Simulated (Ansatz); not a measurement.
This script makes vertical spin-state energies of C3H6N2, SMILES N=C1CC1N with Ansatz's Python interface.

The script, `spin.py`:
```python
"""Vertical spin-state energies of C3H6N2."""

from dataclasses import dataclass

import ansatz as az


@dataclass
class RunConfig:
    basis: str = "def2-TZVP"
    method: str = "mp2"


cfg = RunConfig()

geometry_ang = [
    ("N", (-1.2374, 1.23, -0.7097)),
    ("C", (-0.6663, 0.39, -0.0706)),
    ("C", (-0.2592, 0.0112, 1.1857)),
    ("C", (0.1421, -0.7909, -0.1896)),
    ("N", (1.404, -0.6928, -0.8102)),
    ("H", (-1.6331, 2.0143, -0.0848)),
    ("H", (0.6258, 0.5427, 1.6543)),
    ("H", (-0.9029, -0.4115, 1.8737)),
    ("H", (-0.4673, -1.711, -0.2998)),
    ("H", (1.7249, 0.2864, -0.765)),
    ("H", (1.3349, -0.9253, -1.7634)),
]
molecule = az.Crystal.molecule()
for symbol, xyz in geometry_ang:
    molecule = molecule.atom(symbol, xyz)

job = (
    molecule.calculation()
    .basis(gaussian=cfg.basis)
    .correlation(cfg.method)  # correlation on top of the mean field
)
found = {}
for unpaired in [0, 2]:
    data = job.spin("collinear", total=unpaired).run(threads=1, pin="off").report
    s = unpaired / 2
    found[unpaired] = data["free_energy_ev"]
    print(f"2S+1 = {unpaired + 1}: E = {found[unpaired]:.5f} eV, <S^2> = {abs(data['mean_field']['state']['spin_squared']):.3f} (pure state {s * (s + 1):.2f})")
lowest = min(found, key=found.get)
for unpaired, e in found.items():
    print(f"multiplicity {unpaired + 1}: {23.060548 * (e - found[lowest]):.1f} kcal/mol above the lowest")
```

Which spin state is lowest at this geometry, and how far above lie the others?

In order: multiplicity 1 (+0.00 eV) and multiplicity 3 (+4.93 eV), all at the one geometry.

The output:

```console
$ python spin.py
2S+1 = 1: E = -6172.87730 eV, <S^2> = 0.000 (pure state 0.00)
2S+1 = 3: E = -6167.95117 eV, <S^2> = 2.027 (pure state 2.00)
multiplicity 1: 0.0 kcal/mol above the lowest
multiplicity 3: 113.6 kcal/mol above the lowest
```

Reading the output:
- Total energies depend on the basis set; only differences at equal settings carry meaning.
- The geometry is a force-field or estimated start, not a minimum of this method, and the basis set is short of its limit. All parts are taken at fixed geometry, without zero-point energy.
- S² is that of the Hartree-Fock reference.
- Finished in 51 s on 1 thread of Arm Neoverse V1, with other jobs on the host, peak memory 0.51 GiB.

(Lines on the test bed's own set-up are left out of the output.)
